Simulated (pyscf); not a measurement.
O=PH + water (H₂O) -> HO–PH–OH, an addition across a multiple bond or ene-type step (singlet surface; H–O broken, H–O, O–P formed). PySCF, gas phase, ωB97X-D3(BJ)/def2-SVP geometries. MP2 and CC: frozen core, UHF for open shells. ΔMP2 is the change of the MP2 total energy from the triple- to the quadruple-zeta basis. Energies in kcal/mol from the separated reactants.

Small-basis levels: PySCF, no dispersion term, spherical d functions. 

Problem. In single points HF/6-31G* puts the saddle at 14.4 kcal/mol and the reaction energy at -41.1 kcal/mol. Should these be trusted to within a few kcal/mol? Compare with CCSD(T)/def2-TZVPP + ΔMP2(QZVPP).

Solution. CCSD(T)/def2-TZVPP + ΔMP2(QZVPP) gives ΔE‡ = 6.6 kcal/mol and ΔE = -36.8 kcal/mol. HF/6-31G* lies 7.8 kcal/mol over it in the barrier and 4.3 kcal/mol under it in the reaction energy, so on this step it does not hold to within 3.0 kcal/mol. CCSD(T)/def2-TZVPP + ΔMP2(QZVPP) has limits of its own. On the reactant side the descent ends in a bound adduct, 10.0 kcal/mol under the separated species and 11.9 kcal/mol under the saddle at ωB97X-D3(BJ)/def2-TZVP. At ωB97X-D3(BJ) the barrier from the zero used here is 1.9 kcal/mol. One saddle was located; it need not be the lowest between these sides. The CCSD(T) − MP2 part came from Ansatz, without density fitting, on the same reference.
